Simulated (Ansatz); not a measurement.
Ansatz (a quantum-chemistry and plane-wave program) input file for disulfur (S2), SMILES S=S (connectivity only; charge and spin as stated), neutral, multiplicity 3, PBE0-D3(BJ)/def2-TZVPD. 

Ansatz 0.2 input:
```yaml
crystal:
  periodic: [false, false, false]
  atoms:
    - {symbol: S, position_ang: [0.00000000, 0.00000000, -0.95002273]}
    - {symbol: S, position_ang: [0.00000000, 0.00000000, 0.95002273]}
basis:
  gaussian:
    orbitals: def2-TZVPD
hamiltonian:
  xc: pbe0
  dispersion: d3bj
magnetization: {spin_polarized: true, initial_magnetization: 2}
relax: {f_tol: 0.002, max_steps: 200}
```

Output:

```
WARN ansatz: RAYON_NUM_THREADS=1 ignored (pool sized by the plan → 1); use --threads N
Functional definition: PBE0
integrals: 0.02 GiB planned
630 factors; their error is unknown
mean field: 0.32 GiB planned
mean field evaluation 1: about -21663.2095 eV, gradient 5.9e0 eV
mean field evaluation 2: about -21663.3315 eV, gradient 4.8e0 eV
mean field evaluation 4: about -21663.4403 eV, gradient 2.6e-1 eV
mean field evaluation 8: about -21663.4966 eV, gradient 1.1e-3 eV
mean field -21663.49664372 eV, -796.1188176113 hartree, gradient 2.1e-5 eV, S^2 2.011986; 0 other end points of the search recorded, 0 dependent functions left out
the calculation of the forces begins
reference -21663.49668438 eV, -796.1188191055 hartree; 17, 15 occupied and 75, 77 virtual orbitals, 630 factors
relax step   1: F+E_penalty+E_count = -21663.52892116 eV  Δ(F+E_penalty+E_count) = +0.000e0 eV  max|allowed force component| = 4.706e-1 eV/Å  Δτ_max = 0.0000 Å  (30 SCF iters, accepted)
these checks for a lower state are left out or cut short: starts, cluster_reference, orbital_swaps, neighbouring_geometries, increment
integrals: 0.02 GiB planned
630 factors; their error is unknown
mean field: 0.32 GiB planned
mean field evaluation 16: about -21663.4436 eV, gradient 1.5e-3 eV
mean field -21663.50008612 eV, -796.1189441170 hartree, gradient 2.1e-5 eV, S^2 2.011953; 0 other end points of the search recorded, 0 dependent functions left out
the calculation of the forces begins
reference -21663.50012707 eV, -796.1189456222 hartree; 17, 15 occupied and 75, 77 virtual orbitals, 630 factors
relax step   2: F+E_penalty+E_count = -21663.53237324 eV  Δ(F+E_penalty+E_count) = -3.452e-3 eV  max|allowed force component| = 3.465e-2 eV/Å  Δτ_max = 0.0078 Å  (31 SCF iters, accepted)
these checks for a lower state are left out or cut short: starts, cluster_reference, orbital_swaps, neighbouring_geometries, increment
integrals: 0.02 GiB planned
630 factors; their error is unknown
mean field: 0.32 GiB planned
mean field -21663.50010464 eV, -796.1189447978 hartree, gradient 2.5e-5 eV, S^2 2.011956; 0 other end points of the search recorded, 0 dependent functions left out
the calculation of the forces begins
reference -21663.50014558 eV, -796.1189463022 hartree; 17, 15 occupied and 75, 77 virtual orbitals, 630 factors
relax step   3: F+E_penalty+E_count = -21663.53239114 eV  Δ(F+E_penalty+E_count) = -1.789e-5 eV  max|allowed force component| = 2.156e-4 eV/Å  Δτ_max = 0.0005 Å  (24 SCF iters, accepted)
integrals: 0.02 GiB planned
630 factors; their error is unknown
mean field: 0.32 GiB planned
mean field evaluation 32: about -21663.4436 eV, gradient 5.1e-2 eV
mean field -21663.50010464 eV, -796.1189447978 hartree, gradient 2.5e-5 eV, S^2 2.011956; 1 other end points of the search recorded, 0 dependent functions left out
the calculation of the forces begins
reference -21663.50014558 eV, -796.1189463022 hartree; 17, 15 occupied and 75, 77 virtual orbitals, 630 factors
Total energy: -21663.53243207 eV, -796.1201328091 hartree
Atom 0 at    -0.000000    -0.000000    -0.942739 Å, force    -0.000000     0.000000     0.000216 eV/Å
Atom 1 at     0.000000     0.000000     0.942739 Å, force     0.000000     0.000000    -0.000216 eV/Å
Dipole moment:    -0.000000    -0.000000    -0.000000 e Å
```

The run converged.

Cost: about 8 core-seconds (a rough figure).
